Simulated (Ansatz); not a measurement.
in.yaml

```yaml
crystal:
  periodic: [false, false, false]
  atoms:
    - {symbol: Al, position_ang: [0.000000, 0.063429, 0.000000]}
    - {symbol: H, position_ang: [0.000000, 0.251062, -1.721830]}
    - {symbol: H, position_ang: [0.000000, 0.251070, 1.721829]}
    - {symbol: H, position_ang: [0.000000, -2.200052, 0.000005]}
basis:
  gaussian: {orbitals: "6-31++G**"}
total_charge: 1
magnetization: {spin_polarized: false, initial_magnetization: 1}
hamiltonian: {xc: pbe0}
correlation: {method: sc_nevpt2, electrons: valence, active_space: {window: {electrons: 3, orbitals: 3}}}
```

```sh
$ ansatz run in.yaml --threads 1 --pin off --events-out ev --progress --plain --max-ram 2393MiB
```

**Question.** One thing in this input was set wrong on purpose, beside settings that are merely unusual. What is the gravest fault, and what does the program do?

**Answer.** Active space on a functional. How the run ends: refused.
```
Error: invalid value for `correlation.active_space`: it starts from restricted Hartree–Fock orbitals; set hamiltonian.xc: hf without magnetization.spin_polarized
```
